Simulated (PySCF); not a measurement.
How methods differ on the ionisation energy of Ar

Ar [Ar] (1S) → Ar+ [Ne] 3s2 3p5 (2P), as a difference of total energies. Calculation: PySCF 2.14, in x2c-TZVPall (5s5p2d1f, 37 functions); scalar relativity by spin-free X2C-1e. Correlated levels: valence: [Ne] frozen. The calculations carry no spin-orbit coupling.

```tsv
method	ionisation energy (eV)	error (eV)
UHF	14.557	-1.262
LDA	15.963	+0.144
PBE0	15.696	-0.123
MP2 (valence)	15.667	-0.152
SCS-MP2 (valence)	15.563	-0.256
CCSD (valence)	15.484	-0.335
CCSD(T) (valence)	15.524	-0.295
```

Reference: 15.819 eV (measured; NIST levels, between the centres of gravity of the two terms).

Errors of the correlated levels include the incompleteness of this basis and the frozen core.
